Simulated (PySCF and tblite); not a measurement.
Results of a calculation; reference values are marked as such.
Allyl Fluoride, C3H5F, numbered as in [CH2:1]=[CH:2][CH2:3][F:4]. Geometries GFN2-xTB; weights from PBE0-D3(BJ)/def2-TZVP (IEF-PCM, chloroform) energies and GFN2-xTB thermal corrections, with symmetry numbers and mirror pairs. Conformers within 2 kcal/mol (GFN2-xTB free energy) were kept, 10 at most. GIAO shieldings: mPW1PW91/pcSseg-1 (IEF-PCM, chloroform). Shifts are against TMS (¹H), TMS (¹³C) at the same level. (PySCF 2.14, tblite 0.8.)

Torsions listed: C1–C2–C3–F4. Of a mirror pair one member is shown.

```
conformer  shape  point group  mirror pair  ΔE(DFT)  Δ(G−E) at 100 K  δ C1 (ppm)
        1     0°           Cs           no     0.00             0.00       118.4
        2   141°           C1          yes     0.69            -0.04       123.8
```

Energies in kcal/mol; the thermal term leaves out symmetry numbers and mirror images.

Task: Work out the weights at 100 K and the ¹³C shift of C1 under fast exchange.

Result: RT = 0.199 kcal/mol. Each conformer gets RT ln(σ/g), with σ the rotational symmetry number and g = 2 for a mirror pair: 1: σ = 1, g = 1, G = 0.00 + 0.00 + 0.00 = 0.00, 0.00 above the lowest, exp(−ΔG/RT) = 1.000; 2: σ = 1, g = 2, G = 0.69 − 0.04 − 0.14 = 0.51, 0.51 above the lowest, exp(−ΔG/RT) = 0.077. The sum is 1.077, so the weights are 92.9, 7.1 %. The averaged shift is 118.8 ppm. At 298.15 K it is 120.7 ppm. At 298.15 K the leading conformer alone gives 118.4 ppm and bare DFT energies give 119.7 ppm.

The minima are those of GFN2-xTB; planar forms about aryl–S or allylic bonds may be saddles in DFT.
